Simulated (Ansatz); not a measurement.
Reaction (SMILES): [OH] (OH) → OH+ (triplet, bonded as [OH]) + e-
B3LYP-D3(BJ)/def2-TZVP geometries, fixed; electronic energies without zero-point terms.

Basis-set convergence of the adiabatic ionisation energy at wB97M-V with Ansatz (a first-principles code). Cartesian d functions, on some or all atoms, in 6-31G*, 6-31G**; all else is spherical. The program fits the integrals of some runs and decomposes those of others, by size. Open shells are unrestricted. The functional holds VV10 correlation; no added dispersion term, no relativity. Functions are those of the species that has most. Reference: the value in aug-cc-pV5Z, 13.037 eV, itself unsure by roughly 0.002 eV (its mean distance from pcseg-4, aug-pcseg-3, aug-cc-pVQZ). Deviations are taken from unrounded values.

```
basis        functions
-----------  ---------
STO-3G               6
3-21G               11
6-31G               11
def2-SV(P)          16
6-31G*              17
def2-SVP            19
6-31G**             20
6-311G**            24
aug-pcseg-1         32
def2-TZVP           37
def2-TZVPP          45
aug-pcseg-2         69
def2-QZVPP          87
aug-pcseg-3        134
```

Q: Which is the smallest set listed that can be trusted to 0.1 eV here, that is, within that of the reference together with its larger relatives (same family, alike in diffuse functions; a set with none to test it counts only in the reference's own line)?

A: The smallest set listed that lies within 0.1 eV of the reference with all its larger relatives (same family, alike in diffuse functions; a set with none counts only in the reference's own line) is aug-pcseg-1 (32 functions, 0.057 eV off). Value minus reference: STO-3G -3.087, 3-21G -0.824, 6-31G -0.290, def2-SV(P) -0.269, 6-31G* -0.290, def2-SVP -0.293, 6-31G** -0.283, 6-311G** -0.228, aug-pcseg-1 0.057, def2-TZVP -0.067, def2-TZVPP -0.050, aug-pcseg-2 0.019, def2-QZVPP -0.016, aug-pcseg-3 0.003 eV.
